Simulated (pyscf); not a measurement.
# Routes from `[CH3][O][CH3]` + `[H]` [doublet]

Candidate steps break at most two bonds and form at most two. Each was searched with GFN2-xTB (tblite) first. Structures and frequencies: ωB97X-D3(BJ)/def2-SVP in PySCF. Energies: ωB97M-D3(BJ)/def2-TZVP, eV, from the separated reactants, doublet surface; ΔG‡ with ideal gas, 1 atm, RRHO with modes under 100 cm⁻¹ raised to 100, one conformer, R ln 2 for chiral ones without a mode under 150 cm⁻¹.

| products | type | ΔE‡ | ΔE | ΔG‡ 298 K | ΔG‡ 900 K | ν‡ (cm⁻¹) |
|---|---|---|---|---|---|---|
| •H₂C–O–CH₃ + H₂ | hydrogen abstraction | 0.34 | -0.25 | 0.49 | 1.03 | 1378i |
| CH₃• + H₃C–OH | substitution at O | 1.23 | -0.89 | 1.44 | 1.94 | 2004i |
| CH₄ + H₃C–O• | substitution at C | 1.32 | -1.04 | 1.58 | 2.16 | 1573i |

Plain bond fissions and candidates not yet searched are not listed, and one of them may be faster. Each barrier is that of the saddle found; lower ones may exist. The orbital near-degeneracy of the XH₃O or XH₃S radical is left out.
